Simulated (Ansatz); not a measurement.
Task: a nudged elastic band for an internal rotation of CH5BS, SMILES CBS, with the Ansatz DFT code, driven from Python. Give the script and its output. Level of theory (for the species named): PBE0, def2-SVP basis, multiplicity 1.

```xyz
8

C    -0.5866    0.7058   -0.2726
B     0.6886   -0.0854   -0.0417
S     0.7810   -1.2520    1.4134
H    -1.4142    0.0661   -0.4273
H    -0.5181    1.3713   -1.2096
H    -0.8294    1.4188    0.5905
H     1.6324    0.0286   -0.7784
H     0.3385   -2.3103    0.6700
```

`run_neb.py`:
```python
import logging
import sys

import ansatz as az
import numpy as np

logging.basicConfig(stream=sys.stdout, format="%(levelname)s %(message)s")
logger = logging.getLogger("calc")
logger.setLevel(logging.INFO)

mol = (
    az.Crystal.molecule()
    .atom("C", [-0.5866, 0.7058, -0.2726])
    .atom("B", [0.6886, -0.0854, -0.0417])
    .atom("S", [0.781, -1.252, 1.4134])
    .atom("H", [-1.4142, 0.0661, -0.4273])
    .atom("H", [-0.5181, 1.3713, -1.2096])
    .atom("H", [-0.8294, 1.4188, 0.5905])
    .atom("H", [1.6324, 0.0286, -0.7784])
    .atom("H", [0.3385, -2.3103, 0.67])
)

calculation = mol.calculation().basis(gaussian="def2-SVP").functional("pbe0").scf(lower_state_search="off")
symbols = [site.symbol for site in mol.cartesian_sites]
start = np.array([site.position_ang for site in mol.cartesian_sites], dtype=float)
summary = calculation.relax(force_tolerance=0.005).run(threads=1).report
end = np.array(summary["positions_ang"])

first, second, third = [3, 4, 5]
turned = end.copy()
turned[[first, second, third]] = end[[second, third, first]]
listed = lambda xyz: [{"symbol": s, "position_ang": p.tolist()} for s, p in zip(symbols, xyz)]
deck = calculation.input().to_dict()
deck["crystal"]["atoms"] = listed(end)
deck["neb"] = {"final_atoms": listed(turned), "images": 3, "initial_path": "idpp", "f_tol": 0.03, "max_iterations": 40}
rounds = []
band = az.Session.from_dict(deck).plan().execute(on_event=lambda e: rounds.append(e["data"]) if e["event"] == "neb_iteration" else None)
for each in rounds:
    logger.info(f"round {each['iteration']:2d}  largest band force {each['band_force_max_ev_ang']:.4f} eV/A")
images = rounds[-1]["images"]
for image in images:
    logger.info(f"s = {image['path_coordinate_ang']:6.3f} A   {96.485332 * (image['lagrangian_ev'] - images[0]['lagrangian_ev']):8.3f} kJ/mol")
```

```console
$ python run_neb.py
INFO round  1  largest band force 0.7452 eV/A
INFO round  2  largest band force 0.2724 eV/A
INFO round  3  largest band force 0.1440 eV/A
INFO round  4  largest band force 0.1112 eV/A
INFO round  5  largest band force 0.0189 eV/A
INFO s =  0.000 A      0.000 kJ/mol
INFO s =  0.681 A      2.157 kJ/mol
INFO s =  1.361 A      5.041 kJ/mol
INFO s =  2.044 A      2.142 kJ/mol
INFO s =  2.727 A      0.000 kJ/mol
```

Notes:
- The settings weren't tested for convergence.
- The energies are electronic: no zero-point or thermal terms, and the basis set is short of its limit.
- Timing: 41 s on 1 thread of Intel(R) Xeon(R) 6975P-C (Granite Rapids), with other jobs on the host, peak memory 0.21 GiB.

(Lines on the test bed's own set-up are left out of the output.)
